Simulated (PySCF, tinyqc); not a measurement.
Inside a calculation. Method: CIS and TDHF on RHF in the sto-3g basis, for HF, spin multiplicity 1. The lowest restricted solution is unstable here: a spin-polarised one lies 0.0231 hartree lower (PySCF). One step of it, computed by the program tinyqc.

Problem. CIS matrix, singlets. A(ia,jb) = (e_a - e_i) d_ij d_ab + 2 (ia|jb) - (ij|ab).

orbital energies (hartree): MO1 -25.932135, MO2 -1.406013, MO3 -0.464910, MO4 -0.464910, MO5 -0.445597, MO6 0.288335

Two-electron integrals over orbitals (pq|rs), unique and non-zero (hartree):
```
(11|11) 5.364864    (21|11) -0.525608   (21|21) 0.081146    (22|11) 1.241904
(22|21) -0.023308   (22|22) 0.879603    (31|31) 0.029522    (32|31) 0.040324
(32|32) 0.191240    (33|11) 1.264029    (33|21) -0.015238   (33|22) 0.899502
(33|33) 0.997514    (41|41) 0.029522    (42|41) 0.040324    (42|42) 0.191240
(43|43) 0.053770    (44|11) 1.264029    (44|21) -0.015238   (44|22) 0.899502
(44|33) 0.889973    (44|44) 0.997514    (51|11) 0.080885    (51|21) -0.012223
(51|22) 0.004865    (51|33) 0.002397    (51|44) 0.002397    (51|51) 0.016241
(52|11) -0.103507   (52|21) 0.004000    (52|22) -0.045140   (52|33) -0.058007
(52|44) -0.058007   (52|51) 0.020446    (52|52) 0.126045    (53|31) -0.005638
(53|32) -0.022918   (53|53) 0.032650    (54|41) -0.005638   (54|42) -0.022918
(54|54) 0.032650    (55|11) 0.856693    (55|21) -0.008124   (55|22) 0.669719
(55|33) 0.655610    (55|44) 0.655610    (55|51) -0.001408   (55|52) -0.008123
(55|55) 0.651631    (61|11) 0.086667    (61|21) -0.013767   (61|22) 0.002796
(61|33) 0.002578    (61|44) 0.002578    (61|51) -0.013125   (61|52) -0.022524
(61|55) 0.004132    (61|61) 0.018385    (62|11) -0.126218   (62|21) 0.003495
(62|22) -0.070253   (62|33) -0.070297   (62|44) -0.070297   (62|51) -0.019904
(62|52) -0.083510   (62|55) -0.019765   (62|61) 0.019481    (62|62) 0.091279
(63|31) -0.005720   (63|32) -0.023565   (63|53) -0.023817   (63|63) 0.028324
(64|41) -0.005720   (64|42) -0.023565   (64|54) -0.023817   (64|64) 0.028324
(65|11) -0.439538   (65|21) 0.007272    (65|22) -0.257598   (65|33) -0.261401
(65|44) -0.261401   (65|51) 0.001239    (65|52) 0.070644    (65|55) -0.086123
(65|61) -0.004099   (65|62) 0.029320    (65|65) 0.248395    (66|11) 0.820552
(66|21) -0.008729   (66|22) 0.625368    (66|33) 0.611841    (66|44) 0.611841
(66|51) 0.008479    (66|52) 0.038183    (66|55) 0.634985    (66|61) -0.006242
(66|62) -0.047668   (66|65) -0.029464   (66|66) 0.657234
```

Give: CIS matrix A, singlet.

Solution.

CIS matrix A, singlet (hartree):
```
         1>6     2>6     3>6     4>6      5>6
1>6  25.4367  0.0477  0.0000  0.0000  -0.0167
2>6   0.0477  1.2515  0.0000  0.0000   0.0205
3>6   0.0000  0.0000  0.1981  0.0000   0.0000
4>6   0.0000  0.0000  0.0000  0.1981   0.0000
5>6  -0.0167  0.0205  0.0000  0.0000   0.5957
```
